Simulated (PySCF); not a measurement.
**The electron affinity along the second row**

All values are computed (PySCF 2.14, energy differences of UHF-based or UKS calculations, no spin-orbit coupling). Values in eV. The last column holds reference values (measured affinities from photodetachment; the arrow runs from anion to atom). Unmarked ones compare directly (S terms, centres of terms, or small fine structure); those marked * lie between the lowest fine-structure levels and include a spin-orbit shift.

```csv
element,configurations,UHF,MP2 (valence),CCSD (valence),CCSD(T) (valence),PBE0,r2SCAN,reference
"Li (aug-cc-pVDZ-DK, spin-free X2C)",[He] 2s2 → [He] 2s1,-0.137,0.299,0.592,0.592,0.491,0.440,0.618
"B (aug-cc-pVDZ-DK, spin-free X2C)",[He] 2s2 2p2 → [He] 2s2 2p1,-0.302,0.142,0.124,0.170,0.467,0.577,0.280
"C (aug-cc-pVDZ-DK, spin-free X2C)",[He] 2s2 2p3 → [He] 2s2 2p2,0.464,1.184,1.093,1.140,1.412,1.493,1.262
"O (aug-cc-pVDZ-DK, spin-free X2C)",[He] 2s2 2p5 → [He] 2s2 2p4,-0.531,1.264,1.081,1.181,1.388,1.510,1.461
"F (aug-cc-pVDZ-DK, spin-free X2C)",[Ne] → [He] 2s2 2p5,1.272,3.536,3.118,3.217,3.282,3.352,3.401
```

Q: Which of these methods has the smallest mean absolute error against the measured values here?

A: PBE0, with 0.131 eV.

```tsv
method	elements	mean error (eV)	mean absolute error (eV)	largest error (eV)
UHF	5	-1.251	1.251	-2.129
MP2 (valence)	5	-0.119	0.173	-0.319
CCSD (valence)	5	-0.203	0.203	-0.380
CCSD(T) (valence)	5	-0.144	0.144	-0.280
PBE0	5	0.003	0.131	0.187
r2SCAN	5	0.070	0.161	0.297
```

The highest occupied level of the anion is positive for Li⁻ at PBE0, r2SCAN; B⁻ at PBE0, r2SCAN; C⁻ at PBE0, r2SCAN; O⁻ at PBE0, r2SCAN; F⁻ at r2SCAN, so there the basis helps to hold the electron.

Errors include the incompleteness of the basis and the frozen core.

"Valence" correlates the outer s and p shells and, in groups 3 to 12 and the f block, the outer d or f shell, open or full, or the next shell where the ion has no valence electron left; the wider scheme adds the next inner shell.
